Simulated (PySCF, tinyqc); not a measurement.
Inside a calculation. Method: MP2 on RHF in the sto-6g basis, frozen core, for BH, spin multiplicity 1. The lowest restricted solution is unstable here: a spin-polarised one lies 0.0066 hartree lower (PySCF). Computed by tinyqc, a small Python program that keeps every step (integrals from PySCF). Settings: charge = 0, multiplicity = 1, basis = sto-6g, method = RHF, frozen orbitals = 1, energy threshold = 1e-10, iteration cap = 86, orthogonalisation = symmetric, start = atomic densities, DIIS depth = 6. Command: `OMP_NUM_THREADS=1 python tinyqc.py 20412 20413 out.jsonl` (the two numbers bound the seeds that draw the settings). One thread of a shared host (Intel(R) Xeon(R) Processor @ 2.60GHz), about 0.2 s of CPU time with the checks. The early iterations of the SCF are left out here.

## One-electron integrals

Geometry (angstrom):
```
atom,x,y,z
B,0.000000,0.000000,0.000000
H,0.000000,0.000000,1.628000
```

Basis sto-6g: exponents (1/bohr^2) and contraction coefficients of normalised primitives:
```
element,l (shell),exponent,coefficient
B,s (1),506.011147,0.009164
B,s (1),92.776814,0.049362
B,s (1),25.955658,0.168538
B,s (1),8.916445,0.370563
B,s (1),3.462507,0.416492
B,s (1),1.426054,0.130334
B,s (2),23.194575,-0.013253
B,s (2),4.590810,-0.046992
B,s (2),1.426819,-0.033785
B,s (2),0.548948,0.250242
B,s (2),0.238410,0.595117
B,s (2),0.109280,0.240706
B,p (3),23.194575,0.003760
B,p (3),4.590810,0.037679
B,p (3),1.426819,0.173897
B,p (3),0.548948,0.418036
B,p (3),0.238410,0.425859
B,p (3),0.109280,0.101708
H,s (1),35.523221,0.009164
H,s (1),6.513144,0.049361
H,s (1),1.822143,0.168538
H,s (1),0.625955,0.370563
H,s (1),0.243077,0.416492
H,s (1),0.100112,0.130334
```

Overlap, kinetic and nuclear-attraction integrals over the contracted functions; the nuclear repulsion is the sum of Za Zb / Rab.

nuclear repulsion = 1.62523713 hartree

overlap S, lower triangle:
```
,1B 1s,1B 2s,1B 2px,1B 2py,1B 2pz,2H 1s
1B 1s,1.000000
1B 2s,0.264891,1.000000
1B 2px,0.000000,0.000000,1.000000
1B 2py,0.000000,0.000000,0.000000,1.000000
1B 2pz,0.000000,0.000000,0.000000,0.000000,1.000000
2H 1s,0.025554,0.279587,0.000000,0.000000,0.326420,1.000000
```

kinetic energy T (hartree), lower triangle:
```
,1B 1s,1B 2s,1B 2px,1B 2py,1B 2pz,2H 1s
1B 1s,10.947243
1B 2s,-0.333880,0.374498
1B 2px,0.000000,0.000000,1.125026
1B 2py,0.000000,0.000000,0.000000,1.125026
1B 2pz,0.000000,0.000000,0.000000,0.000000,1.125026
2H 1s,-0.008380,0.013642,0.000000,0.000000,0.074721,0.768522
```

nuclear attraction V (hartree), lower triangle:
```
,1B 1s,1B 2s,1B 2px,1B 2py,1B 2pz,2H 1s
1B 1s,-23.716768
1B 2s,-2.830292,-4.073218
1B 2px,0.000000,0.000000,-4.052289
1B 2py,0.000000,0.000000,0.000000,-4.052289
1B 2pz,-0.010438,-0.098154,0.000000,0.000000,-4.114560
2H 1s,-0.299763,-0.902173,0.000000,0.000000,-0.999230,-2.861000
```

core Hamiltonian H = T + V (hartree), lower triangle:
```
,1B 1s,1B 2s,1B 2px,1B 2py,1B 2pz,2H 1s
1B 1s,-12.769525
1B 2s,-3.164172,-3.698720
1B 2px,0.000000,0.000000,-2.927262
1B 2py,0.000000,0.000000,0.000000,-2.927262
1B 2pz,-0.010438,-0.098154,0.000000,0.000000,-2.989534
2H 1s,-0.308143,-0.888531,0.000000,0.000000,-0.924509,-2.092478
```

## Two-electron integrals

Functions are numbered as in S; the eight-fold symmetry (ij|kl) = (ji|kl) = (kl|ij) leaves the list below.

Two-electron integrals (ij|kl) in chemists' order, unique and non-zero (hartree):
```
i,j,k,l,(ij|kl)
1,1,1,1,2.924993
2,1,1,1,0.480756
2,1,2,1,0.099484
2,2,1,1,0.743449
2,2,2,1,0.188967
2,2,2,2,0.544922
3,1,3,1,0.021096
3,2,3,1,0.030854
3,2,3,2,0.120443
3,3,1,1,0.743450
3,3,2,1,0.188967
3,3,2,2,0.544922
3,3,3,3,0.587109
4,1,4,1,0.021096
4,2,4,1,0.030854
4,2,4,2,0.120443
4,3,4,3,0.031641
4,4,1,1,0.743450
4,4,2,1,0.188967
4,4,2,2,0.544922
4,4,3,3,0.523827
4,4,4,4,0.587109
5,1,5,1,0.021096
5,2,5,1,0.030854
5,2,5,2,0.120443
5,3,5,3,0.031641
5,4,5,4,0.031641
5,5,1,1,0.743450
5,5,2,1,0.188967
5,5,2,2,0.544922
5,5,3,3,0.523827
5,5,4,4,0.523827
5,5,5,5,0.587109
6,1,1,1,0.047664
6,1,2,1,0.009576
6,1,2,2,0.018106
6,1,3,3,0.018010
6,1,4,4,0.018010
6,1,5,1,0.000756
6,1,5,2,0.001462
6,1,5,5,0.018299
6,1,6,1,0.000956
6,2,1,1,0.142850
6,2,2,1,0.037110
6,2,2,2,0.121420
6,2,3,3,0.117755
6,2,4,4,0.117755
6,2,5,1,0.004284
6,2,5,2,0.027409
6,2,5,5,0.128751
6,2,6,1,0.003819
6,2,6,2,0.041796
6,3,3,1,0.003429
6,3,3,2,0.016593
6,3,5,3,0.004819
6,3,6,3,0.003930
6,4,4,1,0.003429
6,4,4,2,0.016593
6,4,5,4,0.004819
6,4,6,4,0.003930
6,5,1,1,0.147156
6,5,2,1,0.038684
6,5,2,2,0.132772
6,5,3,3,0.126090
6,5,4,4,0.126090
6,5,5,1,0.007135
6,5,5,2,0.043251
6,5,5,5,0.146136
6,5,6,1,0.004141
6,5,6,2,0.053054
6,5,6,5,0.069935
6,6,1,1,0.324196
6,6,2,1,0.085792
6,6,2,2,0.317247
6,6,3,3,0.300767
6,6,4,4,0.300767
6,6,5,1,0.010159
6,6,5,2,0.089213
6,6,5,5,0.350205
6,6,6,1,0.008927
6,6,6,2,0.150724
6,6,6,5,0.205907
6,6,6,6,0.774999
```

## Orthogonalisation

S = U s U^T; symmetric (Loewdin) form X = U s^(-1/2) U^T, so that X^T S X = 1.

eigenvalues of S: 0.539495  0.805854  1.000000  1.000000  1.173968  1.480684

X, lower triangle:
```
,1B 1s,1B 2s,1B 2px,1B 2py,1B 2pz,2H 1s
1B 1s,1.028503
1B 2s,-0.143556,1.064127
1B 2px,0.000000,0.000000,1.000000
1B 2py,0.000000,0.000000,0.000000,1.000000
1B 2pz,-0.005573,0.041082,0.000000,0.000000,1.046396
2H 1s,0.018811,-0.163466,0.000000,0.000000,-0.185568,1.081147
```

## Iteration 8 (converged): orbitals

converged F (hartree), lower triangle:
```
,1B 1s,1B 2s,1B 2px,1B 2py,1B 2pz,2H 1s
1B 1s,-7.463423
1B 2s,-2.084237,-0.970837
1B 2px,0.000000,0.000000,0.253069
1B 2py,0.000000,0.000000,0.000000,0.253069
1B 2pz,-0.017233,0.002269,0.000000,0.000000,-0.017383
2H 1s,-0.206692,-0.311258,0.000000,0.000000,-0.312955,-0.213453
```

Diagonalise F' = X^T F X, C = X C', fill 3 alpha and 3 beta electrons from the bottom; D = 2 C_occ C_occ^T. Each column has its largest component positive (the first on a tie).

F' = X^T F X (hartree), lower triangle:
```
,1,2,3,4,5,6
1,-7.305609
2,-1.052660,-0.518911
3,0.000000,0.000000,0.253069
4,0.000000,0.000000,0.000000,0.253069
5,-0.034817,0.087917,0.000000,0.000000,0.098952
6,0.010195,-0.221771,0.000000,0.000000,-0.336895,-0.038422
```

orbital energies (hartree): MO1 -7.465271, MO2 -0.485193, MO3 -0.245155, MO4 0.253069, MO5 0.253069, MO6 0.431630

coefficients C:
```
,MO1,MO2,MO3,MO4,MO5,MO6
1B 1s,0.995399,-0.235598,-0.153814,0.000000,0.000000,-0.093948
1B 2s,0.017163,0.797930,0.608999,0.000000,0.000000,0.416553
1B 2px,0.000000,0.000000,0.000000,0.586998,0.809588,0.000000
1B 2py,0.000000,0.000000,0.000000,0.809588,-0.586998,0.000000
1B 2pz,0.003135,0.125822,-0.576612,0.000000,0.000000,0.884746
2H 1s,-0.002936,0.418764,-0.546526,0.000000,0.000000,-0.869671
```

D after iteration 8, lower triangle:
```
,1B 1s,1B 2s,1B 2px,1B 2py,1B 2pz,2H 1s
1B 1s,2.139969
1B 2s,-0.529158,2.015733
1B 2px,0.000000,0.000000,0.000000
1B 2py,0.000000,0.000000,0.000000,0.000000
1B 2pz,0.124337,-0.501409,0.000000,0.000000,0.696645
2H 1s,-0.035037,0.002522,0.000000,0.000000,0.735628,0.948124
```

Within a degenerate level the vectors are fixed only up to a rotation; this is one choice.

## Convergence

Stop when the energy changes by less than 1e-10 hartree and every element of the error matrix X^T (F D S - S D F) X is below 3e-06.

Course of the cycle:
```
iteration,E (hartree),change,largest element of the error matrix
1,-24.80956355,-,2.68e-01
2,-24.90616724,-9.66e-02,2.02e-01
3,-24.94024888,-3.41e-02,5.70e-02
4,-24.94391909,-3.67e-03,4.33e-03
5,-24.94395513,-3.60e-05,3.35e-04
6,-24.94395530,-1.68e-07,1.31e-05
7,-24.94395530,-3.32e-10,9.15e-08
8,-24.94395530,-1.78e-14,3.06e-11
```

PySCF RHF in the same basis = -24.94395530 hartree

Converged in 8 iterations.

## Integrals over molecular orbitals

(pq|rs) = sum C_ip C_jq C_kr C_ls (ij|kl), one index at a time.

one-electron integrals over orbitals h = C^T H C (hartree), lower triangle:
```
,1,2,3,4,5,6
1,-12.759715
2,0.309396,-2.937847
3,0.192947,-0.257684,-2.676011
4,0.000000,0.000000,0.000000,-2.927262
5,0.000000,0.000000,0.000000,0.000000,-2.927262
6,0.122319,-0.437965,0.362330,0.000000,0.000000,-2.484068
```

Two-electron integrals over orbitals (pq|rs), unique and non-zero (hartree); the lowest 1 orbital is frozen and left out:
```
p,q,r,s,(pq|rs)
2,2,2,2,0.485487
3,2,2,2,-0.028574
3,2,3,2,0.115557
3,3,2,2,0.437577
3,3,3,2,0.026796
3,3,3,3,0.488457
4,2,4,2,0.078366
4,3,4,2,0.043605
4,3,4,3,0.043651
4,4,2,2,0.466630
4,4,3,2,0.075316
4,4,3,3,0.452399
4,4,4,4,0.587109
5,2,5,2,0.078366
5,3,5,2,0.043605
5,3,5,3,0.043651
5,4,5,4,0.031641
5,5,2,2,0.466630
5,5,3,2,0.075316
5,5,3,3,0.452399
5,5,4,4,0.523827
5,5,5,5,0.587109
6,2,2,2,0.046474
6,2,3,2,0.034888
6,2,3,3,-0.011624
6,2,4,4,0.088370
6,2,5,5,0.088370
6,2,6,2,0.102584
6,3,2,2,0.003300
6,3,3,2,-0.103739
6,3,3,3,-0.035657
6,3,4,4,-0.081800
6,3,5,5,-0.081800
6,3,6,2,-0.061616
6,3,6,3,0.123542
6,4,4,2,0.030456
6,4,4,3,0.000999
6,4,6,4,0.027534
6,5,5,2,0.030456
6,5,5,3,0.000999
6,5,6,5,0.027534
6,6,2,2,0.497916
6,6,3,2,-0.059110
6,6,3,3,0.462463
6,6,4,4,0.447431
6,6,5,5,0.447431
6,6,6,2,0.016332
6,6,6,3,0.033136
6,6,6,6,0.551385
```

## Second-order Moller-Plesset energy

Hartree-Fock energy = -24.94395530 hartree

E2 = sum_ijab (ia|jb) [2 (ia|jb) - (ib|ja)] / (e_i + e_j - e_a - e_b) over occupied i, j and virtual a, b; the opposite-spin part is (ia|jb)^2 / denominator, the rest is same-spin, and SCS-MP2 scales them by 6/5 and 1/3.

Terms:
```
i,j,a,b,(ia|jb),(ib|ja),denominator,term
3,3,6,6,0.123542,0.123542,-1.353570,-0.011276
2,2,6,6,0.102584,0.102584,-1.833646,-0.005739
2,2,5,5,0.078366,0.078366,-1.476525,-0.004159
2,2,4,4,0.078366,0.078366,-1.476525,-0.004159
3,2,6,6,-0.061616,-0.061616,-1.593608,-0.002382
2,3,6,6,-0.061616,-0.061616,-1.593608,-0.002382
3,3,5,5,0.043651,0.043651,-0.996448,-0.001912
3,3,4,4,0.043651,0.043651,-0.996448,-0.001912
2,3,5,5,0.043605,0.043605,-1.236486,-0.001538
3,2,5,5,0.043605,0.043605,-1.236486,-0.001538
2,3,4,4,0.043605,0.043605,-1.236486,-0.001538
3,2,4,4,0.043605,0.043605,-1.236486,-0.001538
```

Pair energies (hartree; pair i-j sums ij and ji):
```
pair,opposite spin,same spin
2-2,-0.014057,0.000000
3-2,-0.010916,0.000000
3-3,-0.015100,0.000000
```

MP2 correlation energy = -0.04007332 hartree

SCS-MP2 correlation energy = -0.04808798 hartree

MP2 total energy = -24.98402862 hartree
